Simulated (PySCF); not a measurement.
Potential energy of LiF along the bond

Set-up: Li def2-TZVP, F def2-TZVP; no relativity (PySCF 2.14). Energies in eV from Li + F in their ground configurations at the same level. State: ¹Σ⁺ (singlet), closed shell.

All columns are PBE0. A positive dipole means Li(−)F(+).

```tsv
R (Å)	E (eV)	μ (D)	Mulliken charge on Li (basis-dependent)	HOMO (eV)	LUMO (eV)	Mayer bond order	⟨S²⟩
1.343	-5.000	-5.26	0.73	-8.49	-0.89	0.52	0.00
1.406	-5.313	-5.53	0.74	-8.26	-0.95	0.50	0.00
1.468	-5.488	-5.79	0.75	-8.05	-1.02	0.48	0.00
1.515	-5.551	-5.99	0.76	-7.91	-1.07	0.47	0.00
1.562	-5.569	-6.19	0.77	-7.76	-1.12	0.45	0.00
1.609	-5.552	-6.39	0.77	-7.63	-1.17	0.44	0.00
1.671	-5.487	-6.65	0.78	-7.45	-1.23	0.43	0.00
1.749	-5.356	-6.97	0.78	-7.24	-1.31	0.42	0.00
1.843	-5.155	-7.37	0.79	-7.01	-1.41	0.41	0.00
1.968	-4.845	-7.89	0.79	-6.72	-1.55	0.40	0.00
```

A fit through these points gives, at Re = 1.561 Å, μ = -6.18 D and dμ/dR = -4.21 D/Å; the reduced mass is 5.124 u.

**Question.** How strong is the fundamental in the double-harmonic approximation, I = 42.26·(dμ/dR)²/μred km/mol?

**Answer.** I = 42.26·(-4.21)²/5.124 = 146 km/mol at PBE0.
